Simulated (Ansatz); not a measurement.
Predict the output of the script below (the Ansatz DFT code, driven from Python).

Script `alfhs.py`:
```python
"""A short Born-Oppenheimer trajectory of AlFHS."""

import ansatz as az
import numpy as np


def main() -> None:
    geometry_ang = [
        ("F", [-2.0369, 0.0736, 0.6984]),
        ("Al", [-0.3628, 0.6214, 0.7728]),
        ("S", [0.9892, 0.2498, -0.9986]),
        ("H", [1.4661, -1.0052, -0.4929]),
    ]
    system = az.Crystal.molecule()
    for symbol, xyz in geometry_ang:
        system = system.atom(symbol, xyz)

    model = system.calculation().basis(gaussian="def2-SVP").functional("pbe").spin("collinear", total=1)
    symbols = [site.symbol for site in system.cartesian_sites]
    start = np.array([site.position_ang for site in system.cartesian_sites], dtype=float)
    report = model.relax(force_tolerance=0.02, max_steps=100).run().report
    end = np.array(report["positions_ang"])
    minimum = az.Crystal.molecule()
    for symbol, place in zip(symbols, end):
        minimum = minimum.atom(symbol, place.tolist())

    # dynamics from the relaxed geometry
    model = (
        minimum.calculation()
        .basis(gaussian="def2-SVP")
        .functional("pbe")
        .spin("collinear", total=1)
        .md("nvt_langevin", timestep=0.5, steps=40, temperature=800, initial_velocities="maxwell_boltzmann", seed=19, friction=0.02)
    )
    frames = []
    out = model.session().plan().execute(on_event=lambda e: frames.append(e["data"]) if e["event"] == "md_step" else None)
    print("t (fs)   E_pot (eV)      E_kin (eV)   T (K)   d(0-1) (A)")
    for f in frames[::2]:
        xyz = np.array(f["positions_ang"])
        print(f"{f['time_fs']:6.2f} {f['lagrangian_ev']:14.5f} {f['e_kin_ev']:10.5f} {f['temperature_k']:8.1f} {np.linalg.norm(xyz[0] - xyz[1]):9.4f}")
    print("mean temperature", round(float(np.mean([f["temperature_k"] for f in frames])), 1), "K")


if __name__ == "__main__":
    main()
```

Output of `python alfhs.py`:
```text
t (fs)   E_pot (eV)      E_kin (eV)   T (K)   d(0-1) (A)
  0.00   -20148.79455    0.31022    600.0    1.6839
  1.00   -20148.79198    0.29400    568.6    1.6837
  2.00   -20148.78707    0.28189    545.2    1.6856
  3.00   -20148.77847    0.35402    684.7    1.6891
  4.00   -20148.76346    0.38297    740.7    1.6920
  5.00   -20148.74602    0.34253    662.5    1.6953
  6.00   -20148.72983    0.34086    659.3    1.7010
  7.00   -20148.70873    0.38496    744.5    1.7096
  8.00   -20148.67594    0.42993    831.5    1.7208
  9.00   -20148.64406    0.38795    750.3    1.7321
 10.00   -20148.62493    0.33913    655.9    1.7424
 11.00   -20148.61167    0.28314    547.6    1.7519
 12.00   -20148.59498    0.24581    475.4    1.7583
 13.00   -20148.56774    0.18271    353.4    1.7637
 14.00   -20148.54365    0.16149    312.3    1.7663
 15.00   -20148.54215    0.14713    284.6    1.7674
 16.00   -20148.57262    0.17557    339.6    1.7660
 17.00   -20148.62066    0.28027    542.1    1.7642
 18.00   -20148.66140    0.34984    676.6    1.7617
 19.00   -20148.67600    0.38974    753.8    1.7586
 20.00   -20148.68043    0.40378    780.9    1.7531
mean temperature 594.2 K
```

Caveats:
- Total energies depend on the basis set; only differences at equal settings carry meaning.
- The trajectory is only some femtoseconds long, so its temperature is not equilibrated; where the script doesn't relax first, it starts from a rough generated geometry.
- The species is open-shell (spin multiplicity 2).
- The printed temperature counts all 3N degrees of freedom under Langevin dynamics, so the first row lies under the target.
- Run time: 75 s on 1 thread of Arm Neoverse V2, on a shared host, peak memory 0.21 GiB.

(Lines on the test bed's own set-up are left out of the output.)
